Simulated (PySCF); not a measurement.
Dipole moment and polarisability across levels of theory

Species: fluoromethylsilane, CH₅FSi.
Atom-mapped SMILES: `[CH3:1][SiH2:2][F:3]` (hydrogens: H4, H5, H6 on C1; H7, H8 on Si2)

PySCF, dipoles from the SCF density, polarisabilities from static response with core orbitals frozen. Isolated species at its PBE0-D3(BJ)/def2-SVP geometry, gas phase.

Reference dipole: 1.700 D (measured, gas; NIST CCCBDB Release 22 (SRD 101), experimental dipoles). The anisotropy is √(½[(α1 − α2)² + (α2 − α3)² + (α3 − α1)²]).

```json
{"level": "LDA/def2-SVPD", "μ (D)": "1.913", "error (%)": "+12.5", "α (Å³)": "6.31", "anisotropy (Å³)": "1.15"}
{"level": "PBE/def2-SVPD", "μ (D)": "1.851", "error (%)": "+8.9", "α (Å³)": "6.19", "anisotropy (Å³)": "1.10"}
{"level": "B3LYP/def2-SVPD", "μ (D)": "1.904", "error (%)": "+12.0", "α (Å³)": "5.98", "anisotropy (Å³)": "1.03"}
{"level": "PBE0/def2-SVPD", "μ (D)": "1.923", "error (%)": "+13.1", "α (Å³)": "5.93", "anisotropy (Å³)": "1.02"}
{"level": "BHandHLYP/def2-SVPD", "μ (D)": "1.977", "error (%)": "+16.3", "α (Å³)": "5.72", "anisotropy (Å³)": "0.95"}
{"level": "CAM-B3LYP/def2-SVPD", "μ (D)": "1.935", "error (%)": "+13.8", "α (Å³)": "5.91", "anisotropy (Å³)": "0.97"}
{"level": "wB97X-D/def2-SVPD", "μ (D)": "1.930", "error (%)": "+13.6", "α (Å³)": "5.89", "anisotropy (Å³)": "0.96"}
{"level": "LC-wPBE/def2-SVPD", "μ (D)": "1.931", "error (%)": "+13.6", "α (Å³)": "5.80", "anisotropy (Å³)": "0.90"}
{"level": "HF/def2-SVPD", "μ (D)": "2.019", "error (%)": "+18.8", "α (Å³)": "5.45", "anisotropy (Å³)": "0.85"}
{"level": "PBE0/6-31G*", "μ (D)": "1.836", "error (%)": "+8.0", "α (Å³)": "4.57", "anisotropy (Å³)": "0.72"}
{"level": "PBE0/def2-SVP", "μ (D)": "1.841", "error (%)": "+8.3", "α (Å³)": "4.90", "anisotropy (Å³)": "0.87"}
{"level": "PBE0/def2-TZVP", "μ (D)": "1.840", "error (%)": "+8.3", "α (Å³)": "5.58", "anisotropy (Å³)": "0.94"}
```

For the dipole, the smallest error is 8.0% (PBE0/6-31G*) and the largest 18.8% (HF/def2-SVPD). The dipole runs from 1.84 D (PBE0/6-31G*) to 2.02 D (HF/def2-SVPD). No reference polarisability is at hand; against PBE0 in the largest diffuse basis at hand (def2-SVPD) the other PBE0 rows deviate by 6-31G* -23%, def2-SVP -17%, def2-TZVP -6%. In one basis (def2-SVPD) the functionals order the polarisability from HF (lowest) to LDA (highest), a spread of 16%. With PBE0 the polarisability is 5.02 Å³ without diffuse functions (mean of 6-31G*, def2-SVP and def2-TZVP) and 5.93 Å³ with them (def2-SVPD). Measured values can belong to vibrating molecules and may average over conformers; the computed ones are for one fixed geometry.
